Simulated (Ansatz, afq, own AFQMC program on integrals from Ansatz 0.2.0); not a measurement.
Two steps: Ansatz 0.2.0 writes the Fock matrix and Cholesky factors of the valence space, and afq projects on them the lowest state that overlaps trial and start.

```yaml
crystal:
  periodic: [false, false, false]
  atoms:
    - {symbol: Al, position_ang: [0.000000, -0.103324, 1.155257]}
    - {symbol: O, position_ang: [0.000000, 0.040198, -1.920396]}
    - {symbol: H, position_ang: [0.000000, 1.277701, 1.988141]}
    - {symbol: H, position_ang: [0.000000, 0.850083, -2.430067]}
basis:
  gaussian: {orbitals: cc-pVDZ}
magnetization: {spin_polarized: true, initial_magnetization: 1}
correlation: {method: ccsd_t, electrons: outside_noble_gas, hamiltonian_folder: ham}
```

```sh
$ ansatz run in.yaml --threads 1 --pin off --events-out ev --progress --plain --max-ram 1382MiB
```

afq runs on the folder ham with

```
--method phaseless --trial hf --walkers 120 --populations 1 --least-time 40 --time-step 0.005 --steps-per-block 20 --equilibration-blocks 160 --max-blocks 600 --target-error 0.002400 --factor-cut 1e-05 --start spin_pure --seed 9500 --taylor-order 6
```

Times are imaginary, in 1/Eh. The walk had a cap of 1172 s.

afq prints:

```
orbitals 36  electrons 6 5  factors 248 of 398
reference energy -317.84583593 Eh
CCSD correlation -0.23853198 Eh in 19 cycles, weight of the determinant in the CISD state 0.8283
energy of the start -317.848905 Eh
 block  time / (1/Eh)  mean weight  energy / Eh
     1     0.100  1.0016  -317.916424
     2     0.200  1.0011  -317.958028
     3     0.300  1.0018  -317.990957
     4     0.400  0.9998  -318.011779
     5     0.500  1.0016  -318.014336
    10     1.000  1.0028  -318.084024
    71     7.100  1.0026  -318.133874
   141    14.100  0.9990  -318.065604
   211    21.100  0.9994  -318.095154
   281    28.100  0.9980  -318.092856
   337    33.700  0.9984  -318.052432
   351    35.100  0.9999  -318.078175
   421    42.100  0.9972  -318.108287
   491    49.100  0.9996  -318.089050
   561    56.100  1.0015  -318.108780
blocks merged  error / Eh  count
     1  0.000992  410
     2  0.001292  205
     4  0.001649  102
     8  0.002114  51
    16  0.002334  25
    32  0.002575  12
energy -318.087849 +/- 0.002334 Eh
(rows thinned)
```

The run passed its tests (sampling time, drift between the halves within three errors, error under three times the target), which doesn't prove that it has relaxed. The second half of the sampling lies below the first by 2.0 errors of their difference, so the energy may still be moving and its error bar be too small.

Against this walk (error 63.5 meV) on the same determinant: CCSD(T) 0.5 meV lower (within the noise), CCSDT(Q) 38.8 meV lower (within the noise), a separate phaseless walk with a CISD trial and standard settings 32.1 ± 64.6 meV lower (within the noise). The error is statistical and leaves out the bias of the constraint. The determinant has ⟨S²⟩ = 0.99, so the low cluster orders mix in higher spin (the high orders can go on to a lower state of that spin), while the walk starts as a pure doublet. None of these is a sure reference here.

Cautions: constraint bias not in the error; higher spins were not checked; an unrestricted solution with more broken spin lies lower (22 meV, ⟨S²⟩ 1.06); strong correlation (T1 0.051, weight of the determinant 0.83, largest double 0.10); unrestricted determinant spin contaminated (⟨S²⟩ 0.99 against 0.75); the bias of populations of 120 walkers isn't removed.

The walk took 2.7 min on 1 thread of Arm Neoverse V2 (shared host). The log's last line is the phaseless energy.

CCSDT and higher add their correlation energy to the determinant of the CCSD(T) run, since their own runs factorise the integrals more tightly (a shift of under 2 meV). A walk keeps the symmetry of its determinant, which the program's search chose and which needn't be the lowest solution, so a lower state of the same spin and another symmetry isn't excluded.
